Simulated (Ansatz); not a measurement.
Input file:

```yaml
crystal:
  periodic: [false, false, false]
  atoms:
    - {symbol: N, position_ang: [0.084376, 0.005225, -1.859902]}
    - {symbol: Si, position_ang: [-0.080498, 0.013599, -0.187809]}
    - {symbol: Si, position_ang: [-0.003878, -0.018825, 2.047711]}
basis:
  gaussian: {orbitals: STO-3G, point_charges: [{charge: 1.00, position_ang: [3.187, 0.545, 0.609]}]}
magnetization: {spin_polarized: false, initial_magnetization: 3}
correlation: {active_space: {ras: {orbitals: [5, 3, 4], electrons: 13, max_holes: 4, max_particles: 4}, fixed_orbitals: true}}
accuracy: high
output: {forces: true}
```

```sh
$ ansatz run in.yaml --threads 1 --pin off --events-out ev --progress --plain --max-ram 2393MiB
```

Output:

```
398 factors; integrals over basis functions are off by at most 1.1e-8 eV
mean field evaluation 1: about -16986.8191 eV, gradient 3.9e1 eV
mean field evaluation 2: about -16986.8507 eV, gradient 3.9e1 eV
mean field evaluation 4: about -16994.1469 eV, gradient 1.8e1 eV
mean field evaluation 8: about -16997.6527 eV, gradient 1.5e0 eV
mean field evaluation 16: about -16998.2514 eV, gradient 4.6e-1 eV
mean field evaluation 32: about -16998.3979 eV, gradient 3.1e-1 eV
mean field evaluation 64: about -16996.6362 eV, gradient 8.6e0 eV
mean field evaluation 96: about -16997.6749 eV, gradient 2.7e0 eV
mean field evaluation 128: about -16995.7557 eV, gradient 9.9e0 eV
mean field evaluation 160: about -16998.2594 eV, gradient 2.9e0 eV
mean field evaluation 192: about -16996.7863 eV, gradient 7.8e-1 eV
mean field evaluation 224: about -16980.7037 eV, gradient 2.8e1 eV
mean field evaluation 256: about -16998.2485 eV, gradient 4.6e-4 eV
mean field -16998.53023160 eV, -624.6844639936 hartree, gradient 4.0e-8 eV, S^2 3.750000; 22 other end points of the search recorded, 0 dependent functions left out
reference -16998.53023160 eV, -624.6844639936 hartree; 19, 16 occupied and 4, 7 virtual orbitals, 398 factors
state -17003.45963837 eV, -624.8656163513 hartree
the calculation of the forces begins
Total energy: -17003.45963837 eV, -624.8656163513 hartree
Atom 0 at     0.084376     0.005225    -1.859902 Å, force    -0.205551     0.021309     2.790828 eV/Å
Atom 1 at    -0.080498     0.013599    -0.187809 Å, force     0.281910    -0.029162    -1.572557 eV/Å
Atom 2 at    -0.003878    -0.018825     2.047711 Å, force    -0.075902     0.007908    -1.157743 eV/Å
Dipole moment:    -0.140961    -0.026981     0.499128 e Å
```

Forces (eV/Å):
```
N   -0.206  0.021  2.791
Si   0.282 -0.029 -1.573
Si  -0.076  0.008 -1.158
```

Ran on 1 thread of Arm Neoverse N1, shared host: 18 s wall, 0.1 GiB peak host memory.
